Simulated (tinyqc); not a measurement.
RKS/exchange-only LDA in the sto-3g basis, for OH-, spin multiplicity 1, step by step. The basis has no diffuse functions, so it cannot describe the extra electron: this is an exercise in the method, not the real anion. Computed by tinyqc, a small Python program that keeps every step (integrals from PySCF). Settings: charge = -1, multiplicity = 1, basis = sto-3g, energy threshold = 1e-09, iteration cap = 60, orthogonalisation = canonical, start = core, DIIS depth = 8, method = RKS, functional = Slater exchange alone, grid = [20, 14]. Command: `OMP_NUM_THREADS=1 python tinyqc.py 27606 27607 out.jsonl` (the two numbers bound the seeds that draw the settings). One thread of a shared host (Intel(R) Xeon(R) Processor @ 2.60GHz), about 0.3 s of CPU time with the checks. Later iterations appear only in the table of the cycle.

## One-electron integrals

Geometry (angstrom):
```
atom        x        y        z
O     0.00000  0.00000  0.00000
H     0.00000  0.00000  1.30500
```

Basis sto-3g: exponents (1/bohr^2) and contraction coefficients of normalised primitives:
```
element  l (shell)   exponent  coefficient
O            s (1)  130.70932      0.15433
O            s (1)   23.80886      0.53533
O            s (1)    6.44361      0.44463
O            s (2)    5.03315     -0.09997
O            s (2)    1.16960      0.39951
O            s (2)    0.38039      0.70012
O            p (3)    5.03315      0.15592
O            p (3)    1.16960      0.60768
O            p (3)    0.38039      0.39196
H            s (1)    3.42525      0.15433
H            s (1)    0.62391      0.53533
H            s (1)    0.16886      0.44463
```

Overlap, kinetic and nuclear-attraction integrals over the contracted functions; the nuclear repulsion is the sum of Za Zb / Rab.

nuclear repulsion = 3.2439982 hartree

overlap S:
```
          1O 1s    1O 2s   1O 2px   1O 2py   1O 2pz    2H 1s
1O 1s   1.00000  0.23670  0.00000  0.00000  0.00000  0.02378
1O 2s   0.23670  1.00000  0.00000  0.00000  0.00000  0.27867
1O 2px  0.00000  0.00000  1.00000  0.00000  0.00000  0.00000
1O 2py  0.00000  0.00000  0.00000  1.00000  0.00000  0.00000
1O 2pz  0.00000  0.00000  0.00000  0.00000  1.00000  0.26313
2H 1s   0.02378  0.27867  0.00000  0.00000  0.26313  1.00000
```

kinetic energy T (hartree):
```
           1O 1s     1O 2s   1O 2px   1O 2py   1O 2pz     2H 1s
1O 1s   29.00320  -0.16801  0.00000  0.00000  0.00000  -0.00763
1O 2s   -0.16801   0.80813  0.00000  0.00000  0.00000   0.01839
1O 2px   0.00000   0.00000  2.52873  0.00000  0.00000   0.00000
1O 2py   0.00000   0.00000  0.00000  2.52873  0.00000   0.00000
1O 2pz   0.00000   0.00000  0.00000  0.00000  2.52873   0.08949
2H 1s   -0.00763   0.01839  0.00000  0.00000  0.08949   0.76003
```

nuclear attraction V (hartree):
```
            1O 1s     1O 2s    1O 2px    1O 2py    1O 2pz     2H 1s
1O 1s   -61.02395  -7.27906   0.00000   0.00000  -0.00835  -0.74744
1O 2s    -7.27906  -9.45695   0.00000   0.00000  -0.10446  -1.90620
1O 2px    0.00000   0.00000  -9.36518   0.00000   0.00000   0.00000
1O 2py    0.00000   0.00000   0.00000  -9.36518   0.00000   0.00000
1O 2pz   -0.00835  -0.10446   0.00000   0.00000  -9.42255  -1.57512
2H 1s    -0.74744  -1.90620   0.00000   0.00000  -1.57512  -4.44097
```

core Hamiltonian H = T + V (hartree):
```
            1O 1s     1O 2s    1O 2px    1O 2py    1O 2pz     2H 1s
1O 1s   -32.02075  -7.44707   0.00000   0.00000  -0.00835  -0.75507
1O 2s    -7.44707  -8.64882   0.00000   0.00000  -0.10446  -1.88781
1O 2px    0.00000   0.00000  -6.83644   0.00000   0.00000   0.00000
1O 2py    0.00000   0.00000   0.00000  -6.83644   0.00000   0.00000
1O 2pz   -0.00835  -0.10446   0.00000   0.00000  -6.89382  -1.48563
2H 1s    -0.75507  -1.88781   0.00000   0.00000  -1.48563  -3.68094
```

## Two-electron integrals

Functions are numbered as in S; the eight-fold symmetry (ij|kl) = (ji|kl) = (kl|ij) leaves the list below.

Two-electron integrals (ij|kl) in chemists' order, unique and non-zero (hartree):
```
(11|11) 4.78507   (21|11) 0.74138   (21|21) 0.13687   (22|11) 1.11895
(22|21) 0.25663   (22|22) 0.81721   (31|31) 0.02448   (32|31) 0.03781
(32|32) 0.18052   (33|11) 1.11581   (33|21) 0.25668   (33|22) 0.81702
(33|33) 0.88016   (41|41) 0.02448   (42|41) 0.03781   (42|42) 0.18052
(43|43) 0.04744   (44|11) 1.11581   (44|21) 0.25668   (44|22) 0.81702
(44|33) 0.78527   (44|44) 0.88016   (51|51) 0.02448   (52|51) 0.03781
(52|52) 0.18052   (53|53) 0.04744   (54|54) 0.04744   (55|11) 1.11581
(55|21) 0.25668   (55|22) 0.81702   (55|33) 0.78527   (55|44) 0.78527
(55|55) 0.88016   (61|11) 0.07525   (61|21) 0.01379   (61|22) 0.02576
(61|33) 0.02571   (61|44) 0.02571   (61|51) 0.00060   (61|52) 0.00115
(61|55) 0.02586   (61|61) 0.00141   (62|11) 0.21351   (62|21) 0.04972
(62|22) 0.17925   (62|33) 0.17604   (62|44) 0.17604   (62|51) 0.00369
(62|52) 0.03027   (62|55) 0.18550   (62|61) 0.00512   (62|62) 0.05201
(63|31) 0.00481   (63|32) 0.02941   (63|53) 0.00601   (63|63) 0.00683
(64|41) 0.00481   (64|42) 0.02941   (64|54) 0.00601   (64|64) 0.00683
(65|11) 0.16713   (65|21) 0.03938   (65|22) 0.15168   (65|33) 0.14512
(65|44) 0.14512   (65|51) 0.00733   (65|52) 0.05310   (65|55) 0.16464
(65|61) 0.00420   (65|62) 0.05361   (65|65) 0.06152   (66|11) 0.40165
(66|21) 0.09499   (66|22) 0.39489   (66|33) 0.38092   (66|44) 0.38092
(66|51) 0.00781   (66|52) 0.09117   (66|55) 0.42240   (66|61) 0.00981
(66|62) 0.15552   (66|65) 0.18346   (66|66) 0.77461
```

## Orthogonalisation

S = U s U^T; canonical form X = U s^(-1/2), so that X^T S X = 1. Each column of U has its largest component positive (the first on a tie).

eigenvalues of S: 0.58333  0.84381  1.00000  1.00000  1.13664  1.43623

X:
```
               1         2        3         4         5        6
1O 1s    0.39405   0.70838  0.00000   0.00000  -0.56351  0.29510
1O 2s   -0.77669  -0.43127  0.00000   0.00000  -0.35585  0.49170
1O 2px   0.00000   0.00000  0.99848  -0.05511   0.00000  0.00000
1O 2py   0.00000   0.00000  0.05511   0.99848   0.00000  0.00000
1O 2pz  -0.52200   0.60641  0.00000   0.00000   0.58574  0.31308
2H 1s    0.82661  -0.35997  0.00000   0.00000   0.30417  0.51904
```

Within a degenerate level the vectors are fixed only up to a rotation; this is one choice.

## Starting guess

The start is the orbitals of the core Hamiltonian; D = 2 C_occ C_occ^T.

D at the start:
```
           1O 1s     1O 2s   1O 2px   1O 2py    1O 2pz     2H 1s
1O 1s    2.12202  -0.52021  0.00000  0.00000  -0.01844   0.04857
1O 2s   -0.52021   2.21673  0.00000  0.00000   0.10123  -0.20300
1O 2px   0.00000   0.00000  2.00000  0.00000   0.00000   0.00000
1O 2py   0.00000   0.00000  0.00000  2.00000   0.00000   0.00000
1O 2pz  -0.01844   0.10123  0.00000  0.00000   2.10157  -0.24296
2H 1s    0.04857  -0.20300  0.00000  0.00000  -0.24296   0.04463
```

## Iteration 1: exchange-correlation on the grid

Becke grid with 20 radial and 14 angular points per atom, points of zero weight dropped. rho = sum D_ij phi_i phi_j; V_xc,ij = sum w v_xc phi_i phi_j; v_xc is d(rho eps)/d rho.

The 8 grid points with the largest w rho, of 548 (bohr, atomic units):
```
x                y         z        w      rho    eps_xc      v_xc
-0.60338  -0.60338   0.60338  0.31168  0.50976  -0.58998  -0.78664
0.60338   -0.60338   0.60338  0.31168  0.50976  -0.58998  -0.78664
-0.60338   0.60338   0.60338  0.31168  0.50976  -0.58998  -0.78664
0.60338    0.60338   0.60338  0.31168  0.50976  -0.58998  -0.78664
-0.60338   0.60338  -0.60338  0.31461  0.49846  -0.58559  -0.78079
0.60338   -0.60338  -0.60338  0.31461  0.49846  -0.58559  -0.78079
-0.60338  -0.60338  -0.60338  0.31461  0.49846  -0.58559  -0.78079
0.60338    0.60338  -0.60338  0.31461  0.49846  -0.58559  -0.78079
```

electrons on the grid, sum of w rho = 9.99083

E_xc = sum of w rho eps_xc = -8.8843335 hartree

V_xc (hartree):
```
           1O 1s     1O 2s    1O 2px    1O 2py    1O 2pz     2H 1s
1O 1s   -2.83219  -0.40795   0.00000   0.00000  -0.00069  -0.04169
1O 2s   -0.40795  -0.76747   0.00000   0.00000   0.00105  -0.13684
1O 2px   0.00000   0.00000  -0.76280   0.00000   0.00000   0.00000
1O 2py   0.00000   0.00000   0.00000  -0.76280   0.00000   0.00000
1O 2pz  -0.00069   0.00105   0.00000   0.00000  -0.76189  -0.09903
2H 1s   -0.04169  -0.13684   0.00000   0.00000  -0.09903  -0.14556
```

## Iteration 1: building the Kohn-Sham matrix

J_ij = sum D_kl (ij|kl); F = H + J + V_xc; E = tr D H + tr D J / 2 + E_xc + E_nn.

Coulomb J (hartree):
```
           1O 1s    1O 2s   1O 2px   1O 2py   1O 2pz    2H 1s
1O 1s   18.52862  3.53214  0.00000  0.00000  0.00210  0.35627
1O 2s    3.53214  8.77772  0.00000  0.00000  0.00124  1.85894
1O 2px   0.00000  0.00000  8.77052  0.00000  0.00000  0.00000
1O 2py   0.00000  0.00000  0.00000  8.77052  0.00000  0.00000
1O 2pz   0.00210  0.00124  0.00000  0.00000  8.76869  1.54381
2H 1s    0.35627  1.85894  0.00000  0.00000  1.54381  3.94164
```

Kohn-Sham matrix F (hartree):
```
            1O 1s     1O 2s   1O 2px   1O 2py    1O 2pz     2H 1s
1O 1s   -16.32432  -4.32288  0.00000  0.00000  -0.00694  -0.44049
1O 2s    -4.32288  -0.63857  0.00000  0.00000  -0.10216  -0.16571
1O 2px    0.00000   0.00000  1.17128  0.00000   0.00000   0.00000
1O 2py    0.00000   0.00000  0.00000  1.17128   0.00000   0.00000
1O 2pz   -0.00694  -0.10216  0.00000  0.00000   1.11298  -0.04084
2H 1s    -0.44049  -0.16571  0.00000  0.00000  -0.04084   0.11514
```

total energy of this density = -71.9583408 hartree

## Iteration 1: diagonalisation and new density

Diagonalise F' = X^T F X, C = X C', fill 5 alpha and 5 beta electrons from the bottom; D = 2 C_occ C_occ^T. Each column has its largest component positive (the first on a tie).

F' = X^T F X (hartree):
```
          1         2        3        4         5         6
1  -0.01088  -2.22895  0.00000  0.00000   2.10200  -1.77996
2  -2.22895  -5.00625  0.00000  0.00000   6.70481  -4.11920
3   0.00000   0.00000  1.17128  0.00000   0.00000   0.00000
4   0.00000   0.00000  0.00000  1.17128   0.00000   0.00000
5   2.10200   6.70481  0.00000  0.00000  -6.38624   4.76110
6  -1.77996  -4.11920  0.00000  0.00000   4.76110  -2.95585
```

orbital energies (hartree): MO1 -16.33797, MO2 0.10455, MO3 0.63908, MO4 1.17128, MO5 1.17128, MO6 1.23513

coefficients C:
```
             MO1       MO2       MO3      MO4       MO5       MO6
1O 1s    0.99254  -0.07555  -0.26613  0.00000   0.00000  -0.00487
1O 2s    0.03034   0.19285   1.05671  0.00000   0.00000   0.05371
1O 2px   0.00000   0.00000   0.00000  0.82845  -0.56007   0.00000
1O 2py   0.00000   0.00000   0.00000  0.56007   0.82845   0.00000
1O 2pz   0.00190   0.08057   0.01716  0.00000   0.00000   1.03660
2H 1s   -0.00545   0.90811  -0.46879  0.00000   0.00000  -0.36101
```

D after iteration 1:
```
           1O 1s     1O 2s   1O 2px   1O 2py    1O 2pz     2H 1s
1O 1s    2.12335  -0.53135  0.00000  0.00000  -0.01753   0.10148
1O 2s   -0.53135   2.30951  0.00000  0.00000   0.06746  -0.64083
1O 2px   0.00000   0.00000  2.00000  0.00000   0.00000   0.00000
1O 2py   0.00000   0.00000  0.00000  2.00000   0.00000   0.00000
1O 2pz  -0.01753   0.06746  0.00000  0.00000   0.01358   0.13022
2H 1s    0.10148  -0.64083  0.00000  0.00000   0.13022   2.08891
```

Within a degenerate level the vectors are fixed only up to a rotation; this is one choice.

## Iteration 2: exchange-correlation on the grid

As before.

The 8 grid points with the largest w rho, of 548 (bohr, atomic units):
```
x                y        z        w      rho    eps_xc      v_xc
0.00000    1.04508  0.00000  0.27962  0.50278  -0.58728  -0.78304
1.04508    0.00000  0.00000  0.27962  0.50278  -0.58728  -0.78304
0.00000   -1.04508  0.00000  0.27962  0.50278  -0.58728  -0.78304
-1.04508   0.00000  0.00000  0.27962  0.50278  -0.58728  -0.78304
0.60338    0.60338  0.60338  0.31168  0.38865  -0.53898  -0.71863
-0.60338   0.60338  0.60338  0.31168  0.38865  -0.53898  -0.71863
0.60338   -0.60338  0.60338  0.31168  0.38865  -0.53898  -0.71863
-0.60338  -0.60338  0.60338  0.31168  0.38865  -0.53898  -0.71863
```

electrons on the grid, sum of w rho = 9.98113

E_xc = sum of w rho eps_xc = -8.1827083 hartree

V_xc (hartree):
```
           1O 1s     1O 2s    1O 2px    1O 2py    1O 2pz     2H 1s
1O 1s   -2.81281  -0.39352   0.00000   0.00000  -0.00100  -0.04015
1O 2s   -0.39352  -0.70207   0.00000   0.00000  -0.01359  -0.14836
1O 2px   0.00000   0.00000  -0.72632   0.00000   0.00000   0.00000
1O 2py   0.00000   0.00000   0.00000  -0.72632   0.00000   0.00000
1O 2pz  -0.00100  -0.01359   0.00000   0.00000  -0.63804  -0.12687
2H 1s   -0.04015  -0.14836   0.00000   0.00000  -0.12687  -0.46324
```

## Iteration 2: building the Kohn-Sham matrix

As before.

Coulomb J (hartree):
```
           1O 1s    1O 2s   1O 2px   1O 2py   1O 2pz    2H 1s
1O 1s   17.05931  3.19942  0.00000  0.00000  0.01787  0.32325
1O 2s    3.19942  7.90960  0.00000  0.00000  0.18874  1.79833
1O 2px   0.00000  0.00000  7.93803  0.00000  0.00000  0.00000
1O 2py   0.00000  0.00000  0.00000  7.93803  0.00000  0.00000
1O 2pz   0.01787  0.18874  0.00000  0.00000  7.82918  1.58436
2H 1s    0.32325  1.79833  0.00000  0.00000  1.58436  4.67387
```

Kohn-Sham matrix F (hartree):
```
            1O 1s     1O 2s   1O 2px   1O 2py    1O 2pz     2H 1s
1O 1s   -17.77425  -4.64117  0.00000  0.00000   0.00852  -0.47197
1O 2s    -4.64117  -1.44129  0.00000  0.00000   0.07069  -0.23785
1O 2px    0.00000   0.00000  0.37527  0.00000   0.00000   0.00000
1O 2py    0.00000   0.00000  0.00000  0.37527   0.00000   0.00000
1O 2pz    0.00852   0.07069  0.00000  0.00000   0.29733  -0.02814
2H 1s    -0.47197  -0.23785  0.00000  0.00000  -0.02814   0.52969
```

total energy of this density = -72.7984635 hartree

## Iteration 2: DIIS over 2 matrices

error matrix X^T (FDS - SDF) X:
```
          1        2        3        4         5         6
1   0.00000  0.28299  0.00000  0.00000   0.39980   0.16362
2  -0.28299  0.00000  0.00000  0.00000  -0.17899  -0.06824
3   0.00000  0.00000  0.00000  0.00000   0.00000   0.00000
4   0.00000  0.00000  0.00000  0.00000   0.00000   0.00000
5  -0.39980  0.17899  0.00000  0.00000   0.00000   0.00707
6  -0.16362  0.06824  0.00000  0.00000  -0.00707   0.00000
```

B (overlaps of the stored error matrices):
```
                1               2
1   7.3955103e-01  -4.0378335e-01
2  -4.0378335e-01   6.0687805e-01
```

Minimise |sum c_i e_i|^2 with sum c_i = 1: solve [B -1; -1 0][c; lambda] = [0; -1] with B_ij = tr e_i^T e_j, and take F = sum c_i F_i.

DIIS coefficients: 0.46920  0.53080

extrapolated F (hartree):
```
            1O 1s     1O 2s   1O 2px   1O 2py    1O 2pz     2H 1s
1O 1s   -17.09394  -4.49183  0.00000  0.00000   0.00126  -0.45720
1O 2s    -4.49183  -1.06465  0.00000  0.00000  -0.01041  -0.20400
1O 2px    0.00000   0.00000  0.74876  0.00000   0.00000   0.00000
1O 2py    0.00000   0.00000  0.00000  0.74876   0.00000   0.00000
1O 2pz    0.00126  -0.01041  0.00000  0.00000   0.68003  -0.03410
2H 1s    -0.45720  -0.20400  0.00000  0.00000  -0.03410   0.33518
```

## Iteration 2: diagonalisation and new density

As before.

F' = X^T F X (hartree):
```
          1         2        3        4         5         6
1  -0.14814  -2.41672  0.00000  0.00000   2.30047  -1.58939
2  -2.41672  -5.54641  0.00000  0.00000   6.72086  -4.31978
3   0.00000   0.00000  0.74876  0.00000   0.00000   0.00000
4   0.00000   0.00000  0.00000  0.74876   0.00000   0.00000
5   2.30047   6.72086  0.00000  0.00000  -6.90777   5.00713
6  -1.58939  -4.31978  0.00000  0.00000   5.00713  -3.15077
```

orbital energies (hartree): MO1 -17.10653, MO2 0.07741, MO3 0.41746, MO4 0.74876, MO5 0.74876, MO6 0.85857

coefficients C:
```
             MO1       MO2       MO3      MO4       MO5       MO6
1O 1s    0.99293  -0.23640   0.12842  0.00000   0.00000  -0.05838
1O 2s    0.02881   0.86485  -0.56908  0.00000   0.00000   0.29153
1O 2px   0.00000   0.00000   0.00000  0.99995  -0.00975   0.00000
1O 2py   0.00000   0.00000   0.00000  0.00975   0.99995   0.00000
1O 2pz   0.00120   0.04669   0.40414  0.00000   0.00000   0.95699
2H 1s   -0.00497   0.34571   0.77949  0.00000   0.00000  -0.66905
```

D after iteration 2:
```
           1O 1s     1O 2s   1O 2px   1O 2py    1O 2pz     2H 1s
1O 1s    2.11659  -0.49784  0.00000  0.00000   0.08410   0.02688
1O 2s   -0.49784   2.14531  0.00000  0.00000  -0.37916  -0.28951
1O 2px   0.00000   0.00000  2.00000  0.00000   0.00000   0.00000
1O 2py   0.00000   0.00000  0.00000  2.00000   0.00000   0.00000
1O 2pz   0.08410  -0.37916  0.00000  0.00000   0.33102   0.66232
2H 1s    0.02688  -0.28951  0.00000  0.00000   0.66232   1.45430
```

Within a degenerate level the vectors are fixed only up to a rotation; this is one choice.

## Iteration 11 (converged): orbitals

converged F (hartree):
```
            1O 1s     1O 2s   1O 2px   1O 2py    1O 2pz     2H 1s
1O 1s   -17.37137  -4.55145  0.00000  0.00000  -0.00950  -0.46350
1O 2s    -4.55145  -1.20092  0.00000  0.00000  -0.03911  -0.22812
1O 2px    0.00000   0.00000  0.61469  0.00000   0.00000   0.00000
1O 2py    0.00000   0.00000  0.00000  0.61469   0.00000   0.00000
1O 2pz   -0.00950  -0.03911  0.00000  0.00000   0.53941  -0.05353
2H 1s    -0.46350  -0.22812  0.00000  0.00000  -0.05353   0.31391
```

As before.

F' = X^T F X (hartree):
```
          1         2        3        4         5         6
1  -0.26499  -2.45190  0.00000  0.00000   2.35505  -1.54164
2  -2.45190  -5.71904  0.00000  0.00000   6.77422  -4.38968
3   0.00000   0.00000  0.61469  0.00000   0.00000   0.00000
4   0.00000   0.00000  0.00000  0.61469   0.00000   0.00000
5   2.35505   6.77422  0.00000  0.00000  -7.06772   5.06008
6  -1.54164  -4.38968  0.00000  0.00000   5.06008  -3.27607
```

orbital energies (hartree): MO1 -17.38355, MO2 -0.03968, MO3 0.35990, MO4 0.61469, MO5 0.61469, MO6 0.73551

coefficients C:
```
             MO1       MO2       MO3      MO4       MO5       MO6
1O 1s    0.99309  -0.24738   0.10609  0.00000   0.00000  -0.05503
1O 2s    0.02824   0.91840  -0.48080  0.00000   0.00000   0.28675
1O 2px   0.00000   0.00000   0.00000  0.99988  -0.01527   0.00000
1O 2py   0.00000   0.00000   0.00000  0.01527   0.99988   0.00000
1O 2pz   0.00186   0.07652   0.50164  0.00000   0.00000   0.90765
2H 1s   -0.00503   0.24947   0.72753  0.00000   0.00000  -0.76369
```

D after iteration 11:
```
           1O 1s     1O 2s   1O 2px   1O 2py    1O 2pz     2H 1s
1O 1s    2.11734  -0.50032  0.00000  0.00000   0.07226   0.02095
1O 2s   -0.50032   2.15084  0.00000  0.00000  -0.34171  -0.24164
1O 2px   0.00000   0.00000  2.00000  0.00000   0.00000   0.00000
1O 2py   0.00000   0.00000  0.00000  2.00000   0.00000   0.00000
1O 2pz   0.07226  -0.34171  0.00000  0.00000   0.51501   0.76809
2H 1s    0.02095  -0.24164  0.00000  0.00000   0.76809   1.18313
```

Within a degenerate level the vectors are fixed only up to a rotation; this is one choice.

## Convergence

Stop when the energy changes by less than 1e-09 hartree and every element of the error matrix X^T (F D S - S D F) X is below 9e-06.

Course of the cycle:
```
iteration  E (hartree)     change  largest element of the error matrix
1          -71.9583408          -                             4.69e-01
2          -72.7984635  -8.40e-01                             4.00e-01
3          -73.0874565  -2.89e-01                             1.65e-01
4          -73.0850849   2.37e-03                             1.62e-01
5          -73.0850366   4.83e-05                             1.65e-01
6          -73.0845744   4.62e-04                             1.66e-01
7          -73.1166141  -3.20e-02                             1.65e-02
8          -73.1169213  -3.07e-04                             5.47e-03
9          -73.1169589  -3.75e-05                             3.44e-05
10         -73.1169589  -1.47e-09                             5.48e-06
11         -73.1169589  -3.68e-11                             1.67e-07
```

PySCF RKS in the same basis, fine grid = -73.1316101 hartree

Converged in 11 iterations. The coarse grid moves the energy by +1.47e-02 hartree.

## Populations, bond orders and dipole

Mulliken: Z minus the diagonal of D S on the atom; Loewdin: the same with S^(1/2) D S^(1/2); Mayer order: 2 sum_s sum (D(s) S)_ij (D(s) S)_ji over the two atoms.

Charges (e):
```
atom  Mulliken   Loewdin
1O    -0.68160  -0.68797
2H    -0.31840  -0.31203
```

Mayer bond orders:
```
pair    order
2-1   0.89862
```

dipole moment about the origin, x y z (debye): 0.00000  0.00000  -1.47784
